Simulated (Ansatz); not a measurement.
Two isomers of C3H4O: A = `CC1=CO1`, B = `C=C=CO`.

Calculated with Ansatz (gas phase, PBE0-D4/def2-TZVP geometries, no zero-point term in ΔE). CBS: MP2 limit from def2 TZ/QZ plus the TZ coupled-cluster correction, frozen cores. DFT in def2-TZVPP. B3LYP here is the variant with VWN-RPA as its local correlation; programs differ in this. One conformer a species, not always the lowest.

(1) Which is lower in electronic energy at CCSD(T)/CBS, and by how much? (Best estimate.)

(2) Give E(B) − E(A) in kcal/mol with CCSD/def2-TZVPP, B3LYP, PBE-D4, HF/def2-TZVPP, MP2/def2-TZVPP, LDA (SPW92), CCSD(T)/def2-SVP. (Estimate.)

(3) Does the order hold for the free energy at 298.15 K (harmonic terms from PBE0-D4)? (Best estimate.)

Largest T1 diagnostic: 0.029.

## Answers

(1) The calculation gave: B, by 42.6 kcal/mol.

(2) Ansatz gave: CCSD/def2-TZVPP -45.2, B3LYP -43.3, PBE-D4 -39.1, HF/def2-TZVPP -47.6, MP2/def2-TZVPP -44.8, LDA (SPW92) -42.1, CCSD(T)/def2-SVP -42.5. None reverses the order clearly.

(3) Computed: Yes: G(B) − G(A) = -40.1 kcal/mol, for one conformer each.

Leaving LDA and LC-ωPBE aside and taking each functional with its dispersion term where it has one, the values, not all of them listed here, spread over 9.1 kcal/mol, from BHLYP-D4 to revPBE-D4. LDA lies −2.9 kcal/mol from PBE without D4. From r2SCAN to r2SCAN0 (25 % exact exchange), in def2-TZVPP and without D4, E(B) − E(A) moves by −3.6 kcal/mol.
